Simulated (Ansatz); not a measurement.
System: bcc V. Method: LDA in Ansatz (PAW).

Numerical settings: plane-wave cutoff 500 eV, 22×22×1 k mesh (along the axes of the cell as run), Fermi–Dirac smearing 0.1 eV, scalar-relativistic PAW data made under PBE.

Q: Give the computed surface energy of the (110) face and work function of the (110) face.

A: 
- surface energy of the (110) face = 2.80 J/m²
- work function of the (110) face = 5.01 eV

The slab of 6 atoms is relaxed and unreconstructed.

Computed values are for the static lattice.

Ansatz is a program for electronic structure.
